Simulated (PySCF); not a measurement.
# Frontier orbitals and the lowest excitations

Species: H6SSi2.
SMILES with atom numbers: `[SiH3:1][S:2][SiH3:3]` (hydrogens: H4, H5, H6 on Si1; H7, H8, H9 on Si3)

Cartesian coordinates in Å at the PBE0-D3(BJ)/def2-SVP level; atoms count from 1:
```xyz
9
H6SSi2 angstrom
Si     1.644   -0.047    0.052
S      0.067    0.130   -1.407
Si    -1.623    0.059   -0.077
H      2.456   -1.267   -0.224
H      2.526    1.153   -0.008
H      1.041   -0.154    1.416
H     -1.703   -1.252    0.632
H     -2.821    0.239   -0.946
H     -1.560    1.151    0.939
```

Method used: TDDFT PBE0/def2-SVPD, vertical, gas phase, core orbitals frozen in the response (PySCF 2.14.0, density-fitted response routines).

Kohn–Sham orbitals with the atoms that hold most of them (Löwdin shares over 4%, at most four atoms; ? is withheld):

```csv
orbital,ε (eV),atoms
LUMO+2,0.35,"Si1 32%, Si3 18%, S2 11%, H5 10%"
LUMO+1,0.02,"S2 34%, Si1 24%, Si3 15%, H6 8%"
LUMO,-0.45,?
HOMO,-7.48,?
HOMO-1,-8.96,"S2 58%, Si1 13%, Si3 11%, H6 9%"
HOMO-2,-9.47,"Si3 24%, H8 19%, Si1 19%, S2 16%"
HOMO-3,-10.02,"Si1 22%, Si3 22%, H7 13%, H5 12%"
```

(1) Which atoms hold the HOMO, and with what shares?

(2) Which atoms hold the LUMO, and with what shares?

(3) The HOMO–LUMO gap is 7.02 eV. Where does the response calculation put the lowest singlet, and from which orbitals?

(4) One configuration dominates each of S1, S2 and S7. Which, and how do the shares of the two leading atoms of either orbital change from the occupied to the empty one?

Results:

(1) S2 (bonded to 2 Si) 68%; Si3 (bonded to S and 3 H) 10%; Si1 (bonded to S and 3 H) 9%. By element: sulfur 68%, silicon 19%.

(2) S2 (bonded to 2 Si) 25%; Si3 (bonded to S and 3 H) 22%; Si1 (bonded to S and 3 H) 20%; H8 (bonded to Si) 6%. By element: silicon 41%, sulfur 25%, hydrogen 6% or more.

(3) S1 is at 5.70 eV (f = 0.017), 1.33 eV below the gap, made of HOMO→LUMO (99%). Without the coupling terms of the response equations the lowest excitation would equal the gap.

(4) 
- S1 (5.70 eV, f 0.017), HOMO→LUMO (99%): S2 68% → 25%, Si3 10% → 22%
- S2 (6.06 eV, f 0.0006), HOMO→LUMO+1 (97%): S2 68% → 34%, Si3 10% → 15%, Si1 9% → 24%
- S7 (7.26 eV, f 0.053), HOMO-1→LUMO (90%): S2 58% → 25%, Si1 13% → 20%, Si3 11% → 22%

Löwdin shares depend on the basis, the more so with diffuse functions.

Hardware: an Arm Neoverse V1 with one thread, shared host. Cost: 13 s.
